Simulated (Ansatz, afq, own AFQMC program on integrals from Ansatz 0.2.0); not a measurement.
Integrals from Ansatz 0.2.0, then the random walk in our own AFQMC program (afq).

```yaml
crystal:
  periodic: [false, false, false]
  atoms:
    - {symbol: Ge, position_ang: [0.000029, -0.000002, -0.016164]}
    - {symbol: H, position_ang: [1.264300, 0.014575, 0.390571]}
    - {symbol: H, position_ang: [-0.645770, 1.088323, 0.386972]}
    - {symbol: H, position_ang: [-0.620627, -1.102723, 0.387347]}
basis:
  gaussian: {orbitals: 6-31G}
magnetization: {spin_polarized: true, initial_magnetization: 1}
correlation: {method: ccsd_t, electrons: outside_noble_gas, hamiltonian_folder: ham}
```

```sh
$ ansatz run in.yaml --threads 1 --pin off --events-out ev --progress --plain --max-ram 16896MiB --backend cuda --devices 0, --max-vram 18GiB
```

Options of the walk:

```
--method phaseless --trial hf --walkers 40 --populations 1 --least-time 40 --time-step 0.02 --steps-per-block 5 --equilibration-blocks 60 --max-blocks 400 --target-error 0.00064 --factor-cut 1e-05 --start spin_pure --seed 8090 --release-times 0.5,1,2 --release-step 0.1 --release-every 10 --taylor-order 8
```

Times are imaginary, in 1/Eh. The walk had a cap of 60 s. Filled inner d shells are frozen with the cores.

Log:

```
orbitals 21  electrons 4 3  factors 174 of 346
reference energy -2076.65391015 Eh
CCSD correlation -0.06168963 Eh in 9 cycles, weight of the determinant in the CISD state 0.9614
energy of the start -2076.654002 Eh
 block  time / (1/Eh)  mean weight  energy / Eh
     1     0.100  0.9990  -2076.665631
     2     0.200  1.0018  -2076.673193
     3     0.300  1.0076  -2076.684688
     4     0.400  1.0050  -2076.688126
     5     0.500  0.9976  -2076.694074
     7     0.700  0.9984  -2076.697115
     9     0.900  1.0033  -2076.701458
    12     1.200  1.0034  -2076.710302
    34     3.400  1.0028  -2076.709024
    56     5.600  0.9995  -2076.714507
    78     7.800  0.9967  -2076.714670
   100    10.000  1.0025  -2076.718343
   122    12.200  1.0007  -2076.713826
   144    14.400  1.0024  -2076.710174
   166    16.600  0.9989  -2076.708346
   188    18.800  1.0009  -2076.711206
   210    21.000  1.0009  -2076.724112
   232    23.200  0.9962  -2076.710919
   254    25.400  1.0011  -2076.719765
   276    27.600  1.0033  -2076.711392
   298    29.800  1.0020  -2076.704828
   320    32.000  0.9949  -2076.712438
   342    34.200  0.9970  -2076.719287
   364    36.400  1.0009  -2076.715151
   386    38.600  0.9979  -2076.702898
   408    40.800  1.0000  -2076.712019
   419    41.900  1.0009  -2076.731952
   430    43.000  0.9977  -2076.731035
   452    45.200  0.9934  -2076.723023
blocks merged  error / Eh  count
     1  0.000384  400
     2  0.000521  200
     4  0.000693  100
     8  0.000907  50
    16  0.001199  25
    32  0.001282  12
released: time / (1/Eh)  energy / Eh  error  mean overlap
  0.50  -2076.717719  0.001068  0.9822
  1.00  -2076.716121  0.001117  0.9910
  2.00  -2076.716332  0.001215  0.9949
energy -2076.716520 +/- 0.001199 Eh
(rows thinned)
```

The run failed at least one of its tests; the cautions name the faults.

Against this walk (error 32.6 meV) on the same determinant: CCSD(T) 7.7 meV higher (within the noise), full CI 1.7 meV higher (within the noise), a separate phaseless walk with a CISD trial and standard settings 1.7 ± 32.6 meV higher (within the noise). The error is statistical and leaves out the bias of the constraint. Released to 2.00 1/Eh the energy moves by 5 ± 46 meV (both errors), within twice the noise.

Cautions: constraint bias not in the error; error not settled; error above the target (32.6 against 17.4 meV); no relativity below Rb; no spin-orbit coupling; inner d shell frozen; the time-step error isn't removed.

The walk took 15 s on 1 × NVIDIA H100 80GB HBM3 with 2 threads of AMD EPYC 7R13 Processor (Zen 3) (shared host) (the card was shared). The log's last line is the phaseless energy.

A walk keeps the symmetry of its determinant, which the program's search chose and which needn't be the lowest solution, so a lower state of the same spin and another symmetry isn't excluded.
